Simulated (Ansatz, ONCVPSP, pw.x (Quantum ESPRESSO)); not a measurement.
# pw.x on diamond Si: one setting changed

Potential: optimised norm-conserving Vanderbilt (ONCV), ONCVPSP 4.0.1.1 (patched build), PBE; core [Ne], reference 3s2 3p2; waves: 3s: rc 1.75 bohr, ncon 4, nbas 7, qcut 4.2 1/bohr, local; 3p: rc 1.85 bohr, ncon 4, nbas 7, qcut 5.4 1/bohr, 2 projectors, debl 0.8 Ha; d scattering state at 0.17 Ha: rc 1.90 bohr, ncon 4, nbas 8, qcut 5.1 1/bohr, 2 projectors, debl 1.9 Ha; local part: the s channel; core correction: Teter function, fcfact 4.5, rcfact 1.8.

The reference run (k-mesh 8³, cutoffs 50/200 Ry, Fermi–Dirac 0.01 Ry, mixing_beta 0.4, conv_thr 1e-9, no spin) gives -0.32 GPa at 20.463 Å³/atom, where all-electron LAPW gives -0.05 GPa. This run, with its own iteration cap, changes nspin = 2 with starting_magnetization to -0.3.

```
&control
  calculation='scf', prefix='x', pseudo_dir='./', outdir='./tmp', tstress=.true., disk_io='none'
/
&system
  ibrav=0, nat=2, ntyp=1, ecutwfc=50, ecutrho=200, nbnd=11,
  occupations='smearing', smearing='fd', degauss=0.01, nspin=2, starting_magnetization(1)=-0.3
/
&electrons
  conv_thr=1e-09, mixing_beta=0.4, electron_maxstep=50
/
ATOMIC_SPECIES
Si 1.0 Si.UPF
CELL_PARAMETERS angstrom
  0.00000000 2.73520428 2.73520428
  2.73520428 0.00000000 2.73520428
  2.73520428 2.73520428 0.00000000
ATOMIC_POSITIONS crystal
Si 0.0000 0.0000 0.0000
Si 0.2500 0.2500 0.2500
K_POINTS automatic
8 8 8 0 0 0
```

```bash
pw.x < Si.scf.in > Si.scf.out
```

Task: How does the run end?

Result: It converges in 8 iterations; the free energy moves by +0.0 meV/atom and the pressure by +0.00 GPa. The result is that of the reference run.

```
Message from routine setup:
     using ibrav=0 with symmetry is DISCOURAGED, use correct ibrav instead
     lattice parameter (alat)  =       7.3098  a.u.
     unit-cell volume          =     276.1823 (a.u.)^3
     number of electrons       =         8.00
     number of Kohn-Sham states=           11
     kinetic-energy cutoff     =      50.0000  Ry
     charge density cutoff     =     200.0000  Ry
     scf convergence threshold =      1.0E-09
     Exchange-correlation= PBE
     atomic species   magnetization
     number of k points=    29  Fermi-Dirac smearing, width (Ry)=  0.0100
     iteration #  1     ecut=    50.00 Ry     beta= 0.40
     total energy              =     -19.19007635 Ry
     estimated scf accuracy    <       0.06096788 Ry
     total magnetization       =    -0.05 Bohr mag/cell
     absolute magnetization    =     0.06 Bohr mag/cell
     iteration #  2     ecut=    50.00 Ry     beta= 0.40
     total energy              =     -19.20522665 Ry
     estimated scf accuracy    <       0.01837224 Ry
     total magnetization       =    -0.02 Bohr mag/cell
     absolute magnetization    =     0.03 Bohr mag/cell
     iteration #  3     ecut=    50.00 Ry     beta= 0.40
     total energy              =     -19.20669341 Ry
     estimated scf accuracy    <       0.00026492 Ry
     total magnetization       =    -0.00 Bohr mag/cell
     absolute magnetization    =     0.00 Bohr mag/cell
     iteration #  4     ecut=    50.00 Ry     beta= 0.40
     c_bands:  1 eigenvalues not converged
     c_bands:  1 eigenvalues not converged
     total energy              =     -19.20674932 Ry
     estimated scf accuracy    <       0.00001015 Ry
     total magnetization       =    -0.00 Bohr mag/cell
     absolute magnetization    =     0.00 Bohr mag/cell
     iteration #  5     ecut=    50.00 Ry     beta= 0.40
     total energy              =     -19.20675068 Ry
     estimated scf accuracy    <       0.00000045 Ry
     total magnetization       =    -0.00 Bohr mag/cell
     absolute magnetization    =     0.00 Bohr mag/cell
     iteration #  6     ecut=    50.00 Ry     beta= 0.40
     total energy              =     -19.20675076 Ry
     estimated scf accuracy    <       0.00000006 Ry
     total magnetization       =     0.00 Bohr mag/cell
     absolute magnetization    =     0.00 Bohr mag/cell
     iteration #  7     ecut=    50.00 Ry     beta= 0.40
     total energy              =     -19.20675077 Ry
     estimated scf accuracy    <          8.1E-09 Ry
     total magnetization       =     0.00 Bohr mag/cell
     absolute magnetization    =     0.00 Bohr mag/cell
     iteration #  8     ecut=    50.00 Ry     beta= 0.40
     the Fermi energy is     6.2796 ev
!    total energy              =     -19.20675077 Ry
     estimated scf accuracy    <          2.8E-10 Ry
     smearing contrib. (-TS)   =      -0.00029452 Ry
     The total energy is F=E-TS. E is the sum of the following terms:
     one-electron contribution =       5.29136771 Ry
     hartree contribution      =       1.10526207 Ry
     xc contribution           =      -8.92823193 Ry
     ewald contribution        =     -16.67485410 Ry
     total magnetization       =     0.00 Bohr mag/cell
     absolute magnetization    =     0.00 Bohr mag/cell
     convergence has been achieved in   8 iterations
          total   stress  (Ry/bohr**3)                   (kbar)     P=       -3.18
     Message from routine punch:
     Nothing written, as per user request (disk_io='none')
```

The run took about 20 s on one core of a shared host (Neoverse-V1, 32 threads, 124 GiB, load 22).
